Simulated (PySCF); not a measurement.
Gas-phase reaction: 2 HCOOH + C2H2 (acetylene) → 2 CO + 2 CH2OH

Method: PySCF energies (xtb for GFN2) plus ideal-gas RRHO corrections (1 bar). Table values come from the NASA 1993 polynomials. † marks an energy on the PBE0/def2-TZVP geometry and frequencies; other levels use their own. MP2 and CCSD(T) freeze the core. 6-31G* has spherical d functions here. Open shells (unrestricted): CH2OH (multiplicity 2); the rest are closed-shell singlets. GFN2 has no spin-polarisation term. B3LYP is the form with VWN-RPA correlation. No R ln 2 is added for the mirror-image form of CH2OH. MP2 isn't extrapolated to the basis-set limit; its ΔH°(298 K) is 281.4 kJ in def2-SVP and 293.6 kJ in def2-TZVPP. CCSD(T) isn't extrapolated to the basis-set limit; its ΔH°(298 K) is 246.3 kJ in def2-SVP and 254.0 kJ in def2-TZVPP. The harmonic model lacks anharmonicity and excited electronic states, which grow with temperature; levels with a mode under 35 cm⁻¹ are left out. Internal rotation in HCOOH, CH2OH is treated as a harmonic vibration of one conformer, which makes the entropy rough. The table's entry may be an old estimate for CH2OH (not checked at source).

```
level                ΔH°(298 K), kJ  minus table  ΔG°(1600 K), kJ
-------------------  --------------  -----------  ---------------
table                         290.1            -              1.9
B3LYP/6-31G*                  282.5         -7.6             -1.6
B3LYP/def2-TZVP†              268.7        -21.4            -24.9
CCSD(T)/def2-TZVPP†           254.0        -36.1            -39.6
GFN2-xTB                      653.3        363.2            360.7
M06-2X/def2-TZVP†             274.6        -15.5            -19.0
MP2/def2-SVP†                 281.4         -8.7            -12.2
MP2/def2-TZVPP†               293.6          3.5             -0.0
PBE0/def2-TZVP                288.5         -1.6             -5.1
```
